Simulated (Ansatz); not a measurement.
**How far each method lies from UCCSDT(Q) for [Cl···H···Br], doublet**

Geometry: a point of a hydrogen-transfer path between rigid fragments, not a stationary point.

| atom | x (Å) | y (Å) | z (Å) |
| --- | --- | --- | --- |
| Cl | 0.0000 | 0.0000 | -1.8707 |
| H | 0.0000 | 0.0000 | 0.1703 |
| Br | 0.0000 | 0.0000 | 1.7003 |

Basis cc-pVDZ; Ansatz 0.2.0. Only valence electrons are correlated (noble-gas cores and the filled d shells of p-block atoms frozen), which leaves 15 electrons in 31 orbitals. R marks a restricted (for open shells ROHF) determinant, U an unrestricted one. Active spaces: pair = (3e, 3o) about the gap; valence = (15e, 9o) chosen from the atoms' valence shells. No spin–orbit coupling is included, and no scalar relativity.

Full CI isn't at hand for all of this; UCCSDT(Q) serves as the reference, and is uncertain by about the last step of the cluster series. The frozen core follows each run's orbitals, which can shift R against U totals by a few meV for light atoms and by up to 0.1 eV past Ca.

```
UHF ⟨S²⟩                          : 0.756
T1 diagnostic (RCCSD)             : 0.0100
largest doubles amplitude (RCCSD) : 0.050
T1 diagnostic (UCCSD)             : 0.0071
```

```csv
level,E − E(RHF) (eV)
UHF,-0.1112
UMP2,-6.6675
UCCSD,-7.5159
UCCSD(T),-7.6200
```

(1) Estimate how far UCCSDT(Q) in cc-pVDZ lies from UCCSD(T). The table doesn't fix it; the size of (T) and the diagnostics are the guide.

(1) UCCSDT(Q) in cc-pVDZ lies 2.4 kJ/mol below UCCSD(T), which is 24 % of the (T) step (-10.0 kJ/mol). The diagnostics are small and one determinant leads, so the series closes fast and only a small part of (T) is left.

The other levels:

| level | E − E(UCCSDT(Q)) (kJ/mol) | share of correlation (%) | wall time |
| --- | --- | --- | --- |
| UCCSDT | 1.1 | 99.85 | – |

The correlation energy at UCCSDT(Q), counted from RHF, is -7.645 eV. That run took 28 s on 1 thread of Arm Neoverse V1, shared host.

Run but not shown, since their state or frozen core can't be matched to the reference's or they repeat it: RHF, RMP2, CISD, RCCSD, RCCSD(T), BCCD(T), RCCSDT, RCCSDT(Q), CASSCF (pair space), NEVPT2 (pair space), MRCISD (pair space), MRCISD+Q (pair space), CASSCF (valence space), NEVPT2 (valence space), MRCISD (valence space), MRCISD+Q (valence space).

Times hold each run's SCF and search for its determinant on a shared host, so for small cases they say little of a method's own cost; they ran on 1 thread of Arm Neoverse V1.

Natural occupations of CASSCF (valence space) about the gap: 2.000 1.999 1.999 1.967 1.000 0.035; effectively unpaired electrons, Σ n²(2−n)², 1.01.
